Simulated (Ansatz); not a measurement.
Reaction (SMILES): F[C](F)F → C atom + 3 F atom
B3LYP-D3(BJ)/def2-TZVP geometries, fixed; electronic energies without zero-point terms.

Basis-set convergence of the atomisation energy at PBE with Ansatz (an electronic-structure program). Cartesian d functions, on some or all atoms, in 6-31+G*; all else is spherical. The program fits the integrals of some runs and decomposes those of others, by size. Open shells are unrestricted. No added dispersion term, no relativity. Functions are those of the species that has most. Reference: the value in pcseg-4, 372.17 kcal/mol, itself unsure by roughly 0.17 kcal/mol (its mean distance from aug-pcseg-3, aug-cc-pVQZ, cc-pV5Z). Deviations are taken from unrounded values.

| basis | functions | atomisation energy (kcal/mol) | minus reference (kcal/mol) |
|---|---|---|---|
| STO-3G | 20 | 393.84 | 21.67 |
| 6-31G | 36 | 333.24 | -38.93 |
| cc-pVDZ | 56 | 372.29 | 0.11 |
| pcseg-1 | 56 | 369.11 | -3.06 |
| 6-311G** | 72 | 370.19 | -1.99 |
| 6-31+G* | 76 | 365.21 | -6.97 |
| def2-SVPD | 89 | 376.12 | 3.95 |
| aug-cc-pVDZ | 92 | 365.04 | -7.13 |
| pcseg-2 | 120 | 372.20 | 0.03 |
| 6-311++G(3df,3pd) | 156 | 374.37 | 2.19 |
| cc-pVQZ | 220 | 373.60 | 1.42 |
| cc-pV5Z | 364 | 372.31 | 0.14 |
| pcseg-4 | 404 | 372.17 | 0.00 |
